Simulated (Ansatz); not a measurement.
**One shape, several levels: HNO2 (nitrous acid)**

We compute a comparison of 6 runs (B2PLYP/STO-3G, CAM-B3LYP/STO-3G, PBE/STO-3G, UPBE0/STO-3G, revPBE/STO-3G, CCSDTQ/STO-3G) of HNO2 (nitrous acid). 

The results are computed with Ansatz 0.2.0.

54 further runs of the same task are left out: 1 that didn't finish, 53 set aside as unsound or not needed.

## 1. The molecule

The species is HNO2 (4 atoms), meant as a singlet with charge 0. As SMILES, `O=NO`. The O3–N2 distance was set to 2.089 Å, away from the relaxed value. At this shape a bond of the SMILES string is far longer than usual.

Bond lengths: O1–N2 1.181 Å, O3–H4 0.968 Å. A long bond or contact: N2–O3 2.089 Å.

## 2. A single-point energy at B2PLYP/STO-3G (run 1)

Input file run.yaml:

```yaml
crystal:
  periodic: [false, false, false]
  atoms:
    - symbol: O
      position_ang: [0.762970, -0.367950, 1.917603]
    - symbol: N
      position_ang: [0.657580, -0.825060, 0.833573]
    - symbol: O
      position_ang: [-0.357270, 0.415910, -0.505360]
    - symbol: H
      position_ang: [-0.386730, -0.050180, -1.353230]
basis:
  gaussian:
    orbitals: STO-3G
hamiltonian:
  xc: {name: B2PLYP}
correlation:
  frozen_orbitals: {H: 0, "N": 1, O: 1}
accuracy: high
```

The run is started by

```sh
$ ansatz run run.yaml --threads 1 --pin off --max-ram 2610MiB --events-out events.jsonl --progress --plain --runs-dir runs
```

Output:

```text
Warning: RAYON_NUM_THREADS=1 ignored (pool sized by the plan → 1); use --threads N
Functional definition: B2PLYP
  name "B2PLYP"
  parameter a = 0.53
  parameter c = 0.27
  exchange = (1 - a)*b88_x + a*exact_x
  correlation = (1 - c)*lyp_c + c*(mp2_os + mp2_ss)
270 factors; integrals over basis functions are off by at most 2.3e-8 eV
mean field evaluation 1: about -5500.5833 eV, gradient 3.2e1 eV
mean field evaluation 2: about -5500.5868 eV, gradient 3.2e1 eV
mean field evaluation 4: about -5502.8774 eV, gradient 2.7e1 eV
mean field evaluation 8: about -5503.9948 eV, gradient 2.6e1 eV
mean field evaluation 16: about -5508.8791 eV, gradient 3.2e-4 eV
mean field evaluation 32: about -5460.5934 eV, gradient 6.0e1 eV
mean field -5508.87908646 eV, -202.4475723749 hartree, gradient 1.4e-8 eV, S^2 0.000000; 0 other end points of the search recorded, 0 dependent functions left out; unrestricted orbitals would lower it
3 core orbitals not correlated: weight in the atoms' cores, before any rotation towards them, 1.000 or more for the frozen orbitals, at most 0.000 for the correlated occupied ones
reference -5508.87909994 eV, -202.4475728704 hartree; 9, 9 occupied and 4, 4 virtual orbitals, 270 factors
second order -9.86659277 eV of doubles, -0.00000000 eV of singles
Total energy: -5511.54307999 eV, -202.5454723315 hartree
```

Wall time 0.66 s (1 thread of Intel Xeon Platinum 8559C (Emerald Rapids), shared host); peak memory 0.11 GiB.

## 3. The energy at CAM-B3LYP/STO-3G (run 2)

Input file input.yaml:

```yaml
crystal:
  periodic: [false, false, false]
  atoms:
    - {symbol: O, position_ang: [0.762970, -0.367950, 1.917603]}
    - {symbol: N, position_ang: [0.657580, -0.825060, 0.833573]}
    - {symbol: O, position_ang: [-0.357270, 0.415910, -0.505360]}
    - {symbol: H, position_ang: [-0.386730, -0.050180, -1.353230]}
basis:
  gaussian: {orbitals: STO-3G}
hamiltonian: {xc: {name: CAM-B3LYP}}
accuracy: high
```

The run is started by

```sh
$ ansatz run input.yaml --threads 1 --pin off --max-ram 2610MiB --events-out events.jsonl --progress --plain --runs-dir runs
```

Output:

```text
Warning: RAYON_NUM_THREADS=1 ignored (pool sized by the plan → 1); use --threads N
Functional definition: CAM-B3LYP
  name "CAM-B3LYP"
  parameter alpha = 0.19
  parameter beta = 0.46
  parameter omega = 0.33/bohr
  parameter ac = 0.81
  exchange = (1 - alpha - beta)*b88_x + beta*b88_x_sr(omega) + alpha*exact_x + beta*exact_x_lr(omega)
  correlation = (1 - ac)*vwn5_c + ac*lyp_c
270 factors; integrals over basis functions are off by at most 2.3e-8 eV
141 factors; integrals over basis functions are off by at most 7.8e-10 eV
mean field evaluation 1: about -5506.9417 eV, gradient 3.3e1 eV
mean field evaluation 2: about -5396.5202 eV, gradient 9.6e1 eV
mean field evaluation 4: about -5510.3297 eV, gradient 2.7e1 eV
mean field evaluation 8: about -5510.2906 eV, gradient 2.7e1 eV
mean field evaluation 16: about -5515.5836 eV, gradient 5.5e-6 eV
mean field -5515.58362201 eV, -202.6939595119 hartree, gradient 3.1e-8 eV, S^2 0.000000; 0 other end points of the search recorded, 0 dependent functions left out
reference -5515.58363218 eV, -202.6939598858 hartree; 12, 12 occupied and 4, 4 virtual orbitals, 270 factors
Total energy: -5515.58363218 eV, -202.6939598858 hartree
```

Run time: 0.62 s. Hardware: 1 thread of Intel Xeon Platinum 8559C (Emerald Rapids), shared host.

Runs 3 to 5 aren't shown in full; the table further down has their settings and results.

## 4. The energy at CCSDTQ/STO-3G (run 6)

Input file in.yaml:

```yaml
crystal:
  periodic: [false, false, false]
  atoms:
    - {symbol: O, position_ang: [0.762970, -0.367950, 1.917603]}
    - {symbol: "N", position_ang: [0.657580, -0.825060, 0.833573]}
    - {symbol: O, position_ang: [-0.357270, 0.415910, -0.505360]}
    - {symbol: H, position_ang: [-0.386730, -0.050180, -1.353230]}
basis:
  gaussian: {orbitals: STO-3G}
correlation: {method: ccsdtq, frozen_orbitals: {H: 0, "N": 1, O: 1}}
accuracy: high
scf: {omitted_lower_state_checks: [cluster_reference, increment]}
```

The run is started by

```sh
$ ansatz run in.yaml --threads 1 --pin off --max-ram 2610MiB --events-out events.jsonl --progress --plain --runs-dir runs
```

Output:

```text
Warning: RAYON_NUM_THREADS=1 ignored (pool sized by the plan → 1); use --threads N
[... 12 lines left out ...]
3 core orbitals not correlated: weight in the atoms' cores, before any rotation towards them, 1.000 or more for the frozen orbitals, at most 0.000 for the correlated occupied ones
[... 73 lines left out ...]
WARN: these amplitudes may be one of several solutions (largest doubles amplitude 0.53, level shift 8.07 eV)
Total energy: -5498.66306223 eV, -202.0721404091 hartree
Checks for a lower state left out: cluster_reference, increment
```

It took 8.7 s on 1 thread of Intel Xeon Platinum 8559C (Emerald Rapids), shared host; peak memory 0.17 GiB.

## 5. All runs side by side

| run | level | frozen core orbitals | energy (Eh) | wall time |
| --- | --- | --- | --- | --- |
| 1 | B2PLYP/STO-3G | 3 | -202.545472 | 0.66 s |
| 2 | CAM-B3LYP/STO-3G | – | -202.693960 | 0.62 s |
| 3 | PBE/STO-3G | – | -202.636324 | 0.52 s |
| 4 | UPBE0/STO-3G | – | -202.629576 | 2.8 s |
| 5 | revPBE/STO-3G | – | -202.814814 | 0.72 s |
| 6 | CCSDTQ/STO-3G | 3 | -202.072140 | 8.7 s |

## 6. What came out

| quantity | value |
| --- | --- |
| run 6: total energy | -202.07214 Eh |
| run 6: correlation energy (3 core orbitals frozen) | -314.4 mEh |
| run 6: T1 diagnostic | 0.042 |

In words: Totals of different functionals can't be ranked against each other. In runs 1, 6 the log says that unrestricted orbitals would lower the reference, so the values rest on an unstable closed-shell determinant (other closed-shell runs at this shape may share the fault). In runs 1, 2, 3, 4, 5, 6 the basis is minimal, so the values are rough. Spin contamination of the reference: run 4 ⟨S²⟩ = 0.67. Where it is this large, the reference is a mixture of spin states, and values that rest on it are in doubt. All runs together took 14 s, the longest 8.7 s.
